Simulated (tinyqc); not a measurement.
Worked calculation: Hueckel theory of the pi electrons, for the molecule C1=CC=C1 (SMILES; centres numbered as the heavy atoms are written). One step of it, computed by the program tinyqc.

Task: Energy, charges, bond orders. E = sum n x; q_r = z_r - P_rr; bond order p = P_rs; free valence = sqrt(3) - sum of p over the bonds of the atom.

x values: 2.000000  0.000000  0.000000  -2.000000

occupations: 2.000000  1.000000  1.000000  0.000000

charge and bond-order matrix P:
```
          1C        2C        3C        4C
1C  1.000000  0.500000  0.000000  0.500000
2C  0.500000  1.000000  0.500000  0.000000
3C  0.000000  0.500000  1.000000  0.500000
4C  0.500000  0.000000  0.500000  1.000000
```

Centres:
```
centre  z_r, pi electrons of the neutral centre         h
1C                                            1  0.000000
2C                                            1  0.000000
3C                                            1  0.000000
4C                                            1  0.000000
```

Bonds:
```
i  j  k
1  2  1
2  3  1
3  4  1
4  1  1
```

Give: pi energy = 4 alpha + this times beta; pi charges; Bond orders and lengths from R = 1.517 - 0.180 p; free valence of the carbons; gap between the highest filled and the next level.

Result:

pi energy = 4 alpha + this times beta = 4.0000

pi charges: 1C 0.0000, 2C 0.0000, 3C 0.0000, 4C 0.0000

Bond orders and lengths from R = 1.517 - 0.180 p (angstrom, C-C alone):
```
bond       p       R
1-2   0.5000  1.4270
2-3   0.5000  1.4270
3-4   0.5000  1.4270
4-1   0.5000  1.4270
```

free valence of the carbons: 1C 0.7321, 2C 0.7321, 3C 0.7321, 4C 0.7321

gap between the highest filled and the next level = 2.0000 |beta|
